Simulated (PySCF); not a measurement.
**HP(OH) + H₂O → PH₄ + O₂**

Level: PBE0 in the def2-TZVP basis family, all electrons, no relativity, computed in PySCF with density fitting; open shells unrestricted.

| species | state and structure | E (Eh) | ZPE (kJ/mol) | H(298 K) − H(0) (kJ/mol) | S° (J/(mol K)) |
| --- | --- | --- | --- | --- | --- |
| HP(OH) | doublet, Cs, O–H 0.962 Å, P–H 1.425 Å, P–O 1.649 Å; H–O–P 110.3°, H–P–O 93.9° | -417.58450 | 57.1 | 11.0 | 249.8 |
| H₂O | singlet, C2v, O–H 0.960 Å (×2); H–O–H 105.1° | -76.37736 | 56.5 | 9.9 | 188.7 |
| PH₄ | doublet, C2v, P–H 1.410 Å (×2), P–H 1.520 Å (×2); H–P–H 92.8° (×4), H–P–H 99.7°, H–P–H 171.3° | -343.53533 | 79.1 | 10.5 | 225.5 |
| O₂ | triplet, D∞h, O–O 1.193 Å | -150.23561 | 10.3 | 8.7 | 204.9 |

Task: What is the electronic reaction energy?

Result: At PBE0/def2-TZVP, ΔE = 501.3 kJ/mol from the differences of the total energies times 2625.5, uphill. 

Task: Add zero-point, thermal and entropy terms for 298.15 K and 1 bar.

Result: ΔZPE = -24.2 and Δ[H(298) − H(0)] = -1.7 kJ/mol give ΔH° = 475.4 kJ/mol. ΔS° = -8.1 J/(mol K), so ΔG° = 475.4 − 298.15 × (-0.0081) = 478 kJ/mol.

Each species is the lowest minimum found with this bonding; other isomers or fragments can lie lower.
